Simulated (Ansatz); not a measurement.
A made-up structure of AlH4S (charge +1), singlet:

Al1  (0.025, -0.931, 0.137)
S2  (-0.443, 0.993, 0.353)
H3  (-1.126, -1.483, -0.911)
H4  (1.327, -1.116, 1.135)
H5  (-0.713, 1.146, -1.042)
H6  (0.929, 1.391, 0.328)
(Å)

It is relaxed with PBE-D4/def2-SVP and then PBE0-D4/def2-TZVP (Ansatz 0.2.0). Atoms count as bonded within 1.22 times the sum of their covalent radii (H–H: 0.88 Å). The end point is not checked to be a true minimum.

Task: Does its bonding change? (A judgement: the text doesn't fix the answer.)

Result: Computed: No: no bond forms or breaks.

Where it ends: The first stage lowers the energy by 1.43 eV in 6 steps. It ends as AlH₄S ([AlH2][SH2]), total charge +1:
```xyz
6
angstrom
Al 0.0385 -1.1507 0.1603
S -0.4257 1.2153 0.2924
H -1.0214 -1.7733 -0.7968
H 1.2502 -1.4333 1.0978
H -0.6809 1.4573 -1.0108
H 0.8393 1.6848 0.2571
```

Labels in which every atom is bracketed show which atoms are joined, not bond orders.

For scale, one of the runs: PBE0-D4/def2-TZVP relaxation, 98 basis functions, launched by `ansatz run in.yaml --threads 2 --pin off --events-out ev --progress --plain --max-ram 4352MiB`. Hardware: 2 CPU threads of an Arm Neoverse V1, shared host. Wall time about 8 s.
